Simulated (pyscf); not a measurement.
[HO–In–OH]• (SMILES [OH][In][OH]) + H₃C–O• (SMILES C[O]) -> H₃C–In(OH)–OH (SMILES [CH3][In]([OH])[OH]) + O (SMILES [O]) [triplet] (substitution at C; triplet surface; C–O broken, C–In formed). Structures and frequencies: ωB97X-D3(BJ)/def2-SVP in PySCF. Energies in kcal/mol from the separated reactants.

```
level                   barrier  reaction energy
----------------------  -------  ---------------
ωB97X-D3(BJ)/def2-TZVP     43.1            +25.4
r²SCAN/def2-TZVP           40.7            +35.0
B3LYP-D3(BJ)/def2-TZVP     41.9            +33.3
PBE0-D3(BJ)/def2-TZVP         …                …
M06-2X/def2-TZVP              …            +29.8
HF/def2-TZVP               48.7             +7.0
```

Fill in the missing entries.


- PBE0-D3(BJ)/def2-TZVP, barrier: 42.5
- PBE0-D3(BJ)/def2-TZVP, reaction energy: +30.8
- M06-2X/def2-TZVP, barrier: 45.0

The functionals in the table span 4.3 kcal/mol in this barrier, from r²SCAN to M06-2X. The products may also form a dative adduct at H₃C–In(OH)–OH; it and routes through it were not searched. The same reactants have a lower exit, to H₂C=O + H• + [HO–In–OH]• (no saddle counted: cutting one bond, which may have a small barrier of its own, costs +27.8 kcal/mol at ωB97M-D3(BJ)/def2-TZVP, against +44.8 kcal/mol here). [HO–In–OH]• + H₃C–O• also meet on a surface of lower spin, which isn't treated here. H₃C–O• lies 7.0 kcal/mol over its isomer •H₂C–OH (electronic energy, ωB97M-D3(BJ)/def2-TZVP). One saddle was located; it need not be the lowest between these sides. The angle at the attacked C is 179°. Left out: the spin-orbit lowering of O. Elements past Kr carry the def2 core potentials, without spin-orbit coupling.
